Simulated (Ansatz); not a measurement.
Start from `CC1=CC1F` and change one atom or group to get `FC1C=C1`.

Ansatz, PBE0-D4/def2-TZVP geometries, multiplicity 1. 

| property | `CC1=CC1F` |
| --- | --- |
| HOMO energy (PBE/def2-TZVPP) / eV | -6.58 |
| HOMO–LUMO gap (PBE0/def2-TZVPP) / eV | 8.07 |
| LUMO energy (PBE0/def2-TZVPP) / eV | 0.09 |
| size of the dipole moment (PBE/def2-TZVPP) / D | 2.47 |
| size of the dipole moment (ωB97M-V/def2-TZVPP) / D | 2.58 |
| LUMO energy (ωB97M-V/def2-TZVPP) / eV | 2.25 |

(1) Give the same properties after the change, and the shifts. (An estimate is asked.)

Answers

(1) Computed: 
```csv
property,`FC1C=C1`,shift
HOMO energy (PBE/def2-TZVPP) / eV,-6.89,-0.31
HOMO–LUMO gap (PBE0/def2-TZVPP) / eV,8.07,0.00
LUMO energy (PBE0/def2-TZVPP) / eV,-0.35,-0.44
size of the dipole moment (PBE/def2-TZVPP) / D,2.14,-0.33
size of the dipole moment (ωB97M-V/def2-TZVPP) / D,2.29,-0.29
LUMO energy (ωB97M-V/def2-TZVPP) / eV,1.83,-0.42
```

The zero-point energy changes by -74.2 kJ/mol with -9 modes. Dipoles are sizes alone; their direction can turn.
